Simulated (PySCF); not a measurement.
# Fractional electron number in Si (silicon, neutral)

The 3p alpha orbital of [Ne] 3s2 3p2 is emptied in steps (occupation f), with all orbitals relaxed, ending at [Ne] 3s2 3p1. All numbers are calculated (PySCF 2.14, no relativity, point nucleus, in def2-SVP (4s3p1d, 18 functions)). The exact energy is a straight line in f; departures are measured from the line between the end points of the same method.

```json
{"f": "1", "UHF (eV)": "0.000", "LDA (eV)": "0.000", "PBE (eV)": "0.000", "PBE0 (eV)": "0.000", "r2SCAN (eV)": "0.000", "LC-wPBE (eV)": "0.000", "BHandHLYP (eV)": "0.000", "wB97X (eV)": "0.000", "MN15 (eV)": "0.000", "TPSS (eV)": "0.000"}
{"f": "0.75", "UHF (eV)": "0.088", "LDA (eV)": "-0.717", "PBE (eV)": "-0.699", "PBE0 (eV)": "-0.502", "r2SCAN (eV)": "-0.650", "LC-wPBE (eV)": "-0.027", "BHandHLYP (eV)": "-0.320", "wB97X (eV)": "-0.075", "MN15 (eV)": "-0.455", "TPSS (eV)": "-0.668"}
{"f": "0.5", "UHF (eV)": "0.115", "LDA (eV)": "-0.958", "PBE (eV)": "-0.929", "PBE0 (eV)": "-0.666", "r2SCAN (eV)": "-0.854", "LC-wPBE (eV)": "-0.031", "BHandHLYP (eV)": "-0.425", "wB97X (eV)": "-0.092", "MN15 (eV)": "-0.598", "TPSS (eV)": "-0.887"}
{"f": "0.25", "UHF (eV)": "0.085", "LDA (eV)": "-0.719", "PBE (eV)": "-0.693", "PBE0 (eV)": "-0.494", "r2SCAN (eV)": "-0.627", "LC-wPBE (eV)": "-0.018", "BHandHLYP (eV)": "-0.316", "wB97X (eV)": "-0.063", "MN15 (eV)": "-0.438", "TPSS (eV)": "-0.661"}
{"f": "0", "UHF (eV)": "0.000", "LDA (eV)": "0.000", "PBE (eV)": "0.000", "PBE0 (eV)": "0.000", "r2SCAN (eV)": "0.000", "LC-wPBE (eV)": "0.000", "BHandHLYP (eV)": "0.000", "wB97X (eV)": "0.000", "MN15 (eV)": "0.000", "TPSS (eV)": "0.000"}
```

| method | E(f=0) − E(f=1) (eV) | −ε at f=1 (eV) | −ε at f=0.5 (eV) |
| --- | --- | --- | --- |
| UHF | 7.645 | 8.121 | 7.638 |
| LDA | 8.209 | 4.391 | 8.206 |
| PBE | 8.176 | 4.448 | 8.188 |
| PBE0 | 8.213 | 5.523 | 8.233 |
| r2SCAN | 8.329 | 4.831 | 8.386 |
| LC-wPBE | 8.311 | 8.148 | 8.335 |
| BHandHLYP | 7.981 | 6.267 | 7.990 |
| wB97X | 8.071 | 7.654 | 8.103 |
| MN15 | 8.069 | 5.627 | 8.110 |
| TPSS | 8.220 | 4.650 | 8.238 |

Orbital energy along the path (eV):

```
   f     UHF      LDA      PBE     PBE0   r2SCAN  LC-wPBE  BHandHLYP   wB97X     MN15     TPSS
   1  -8.121   -4.391   -4.448   -5.523   -4.831   -8.148     -6.267  -7.654   -5.627   -4.650
0.75  -7.874   -6.291   -6.316   -6.884   -6.627   -8.252     -7.132  -7.889   -6.874   -6.448
 0.5  -7.638   -8.206   -8.188   -8.233   -8.386   -8.335     -7.990  -8.103   -8.110   -8.238
0.25  -7.413  -10.128  -10.046   -9.555  -10.068   -8.383     -8.834  -8.260   -9.294  -10.006
   0  -7.197  -12.033  -11.833  -10.809  -11.560   -8.371     -9.655  -8.400  -10.298  -11.700
```

Reference removal energy between the ground levels: 8.152 eV (measured; NIST Atomic Spectra Database, ionization energies). The calculation has no spin-orbit coupling. UHF lacks correlation.
